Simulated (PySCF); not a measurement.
A PySCF script (with the pyscf-properties extension) for the NMR shieldings of Borinic Acid (BO, BH$_{3}$O), on a GFN2-xTB geometry:

```python
import basis_set_exchange as bse
import numpy as np
from pyscf import gto, dft
from pyscf.prop import nmr

atoms = """
B    -0.418389    0.012439   -0.012825
O     0.802369   -0.468141   -0.201866
H    -1.298095   -0.673152   -0.372501
H    -0.620539    1.063010    0.487521
H     1.543276    0.068697    0.082485
"""
names = dict.fromkeys(["B", "O", "H"], "pcSseg-1")
basis = {el: gto.basis.parse(bse.get_basis(n, elements=[el], fmt="nwchem")) for el, n in names.items()}
mol = gto.M(atom=atoms, basis=basis, charge=0, verbose=0)
mf = dft.RKS(mol, xc="PBE0")
mf.grids.level = 2
mf.grids.alignment = dft.numint.BLKSIZE   # the property module wants whole blocks of grid points
mf.conv_tol = 1e-9
mf.kernel()

calc = nmr.RKS(mf)   # GIAO
C = mf.mo_coeff
Co = C[:, mf.mo_occ > 0]
resp = mf.gen_response(singlet=True, hermi=2)
def vind(x):   # induced exchange potential for any number of trial vectors
    d = np.einsum("pi,xij,qj->xpq", C, 2 * x.reshape(-1, C.shape[1], Co.shape[1]), Co, optimize=True)
    return np.einsum("xpq,pi,qj->xij", resp(d - d.transpose(0, 2, 1)), C, Co, optimize=True).ravel()
mo1, _ = nmr.rhf.solve_mo1(calc, with_cphf=vind)
sigma = calc.kernel(mo1)
for i, s in enumerate(sigma):   # ppm
    print("%2d %-2s %9.2f" % (i, mol.atom_pure_symbol(i), np.trace(s) / 3))
```

Problem. What does it print?

Solution. 
```
 0 B      53.60
 1 O     125.47
 2 H      26.62
 3 H      26.43
 4 H      25.02
```

These numbers come from an equivalent density-fitted implementation of the same equations, which agrees with the script to about 0.01 ppm for H and up to a few tenths of a ppm for heavy atoms, so last digits may differ.

Size and cost of the density-fitted run: 49 basis functions, 2 s wall time on 1 thread of an Arm Neoverse V1, shared host.
